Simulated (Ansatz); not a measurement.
Job for Ansatz (a quantum-chemistry and plane-wave program): R-CAM-B3LYP/def2-TZVPPD on C2H2N2 (a complex). Files ending in .json are basis or fitting sets from the Basis Set Exchange.

Ansatz 0.2 input:
```yaml
crystal:
  periodic: [false, false, false]
  atoms:
    - {symbol: H, position_ang: [0.00000000, 0.00000000, 3.85521306]}
    - {symbol: C, position_ang: [0.00000000, 0.00000000, 2.78649976]}
    - {symbol: N, position_ang: [0.00000000, 0.00000000, 1.63150791]}
    - {symbol: H, position_ang: [0.00000000, 0.00000000, -0.59377492]}
    - {symbol: C, position_ang: [0.00000000, 0.00000000, -1.66809824]}
    - {symbol: N, position_ang: [0.00000000, 0.00000000, -2.82525056]}
basis:
  gaussian:
    orbitals: def2-TZVPPD.json
hamiltonian:
  xc: {name: CAM-B3LYP}
scf: {lower_state_search: off}
```

The head of its log:

```
WARN ansatz: RAYON_NUM_THREADS=2 ignored (pool sized by the plan → 2); use --threads N
Functional definition: CAM-B3LYP
these checks for a lower state are left out or cut short: stability, starts, cluster_reference, orbital_swaps, neighbouring_geometries, increment
integrals: 0.07 GiB planned
824 factors; their error is unknown
integrals: 0.11 GiB planned
258 factors; integrals over basis functions are off by at most 2.7e-5 eV
mean field: 0.75 GiB planned
mean field evaluation 1: about -5078.5686 eV, gradient 5.4e1 eV
mean field evaluation 2: about -5073.4179 eV, gradient 7.3e1 eV
```

Question: Give the final energy of this run.

Answer: -186.8407 hartree.
